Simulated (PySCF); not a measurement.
Species: C₆H₁₁ (doublet state).
Geometry (GFN2-xTB, Å), atoms numbered from 1 in this order:
```
atom  x, y, z in Å
C1     2.0180    1.3415    0.2006
C2     1.2418    0.3445    0.4741
C3    -0.1039   -0.1954    0.2601
C4    -0.9218   -0.0218    1.5469
C5    -0.8009    0.5485   -0.8974
C6     0.0013   -1.6874   -0.0894
H7     1.7269    2.2004   -0.4109
H8     3.0331    1.3950    0.5691
H9    -1.9185   -0.4381    1.4164
H10   -1.0141    1.0329    1.7969
H11   -0.4383   -0.5306    2.3777
H12   -0.2243    0.4481   -1.8136
H13   -0.8975    1.6051   -0.6610
H14   -1.7933    0.1330   -1.0593
H15    0.5822   -1.8226   -0.9992
H16    0.4915   -2.2307    0.7151
H17   -0.9893   -2.1103   -0.2426
```

The hyperfine couplings belong to this conformer and change with its torsions.

The species is `CC(C)(C)[C]=C` [radical].

Level of theory: UKS B3LYP, pcH-1 on C H, non-relativistic, mean-field spin-orbit, GIAO in PySCF. Isolated species at its GFN2-xTB geometry, gas phase. A GFN2-xTB geometry isn't a minimum of the functional, and hyperfine couplings can be far from their values at a DFT geometry. Stability of the SCF solution: not tested.

Give the isotropic g value and a_iso(13C) at C2.

g_iso = 2.00217 and a = +261.02 MHz, or +9.315 mT (Mulliken spin population +0.99). 13C makes up about 1.07 % of the natural element, so this concerns labelled samples or satellites.

Take this nucleus alone (I = 1/2, g_N = 1.4048) with S = 1/2. Where do its 2 lines fall at 9.687 GHz to first order, to second order and exactly?

B0 = hν/(g μB) = 345.682 mT and a/B0 = 0.0269. B(1) = B0 − a·mI, B(2) = B(1) − a²[I(I+1) − mI²]/(2B0); the exact values solve the Breit–Rabi equation, nuclear Zeeman term included.

```tsv
mI	first order (mT)	second order (mT)	exact (mT)	exact − first order
−1/2	350.339	350.276	350.277	-0.062
+1/2	341.024	340.962	340.961	-0.064
```

Give the zero-field levels of this pair of spins.

F = I ± 1/2 = 1 and 0, at a·I/2 = +65.3 MHz and −a(I+1)/2 = -195.8 MHz, that is |a|(I + 1/2) = 261.0 MHz apart; F = 0 lies lower.

Other couplings of abundant isotopes, left aside here: 1 × 1H 180 MHz, 1 × 1H 118 MHz, 9 × 1H 1 MHz.

Nuclei that the bonding pattern makes equivalent are averaged, as if the motion that swaps them (rotation, inversion, ring flip) were fast. The nine 1H nuclei of mean +1.5 MHz run from -3.3 to 21.5 MHz in the frozen geometry.
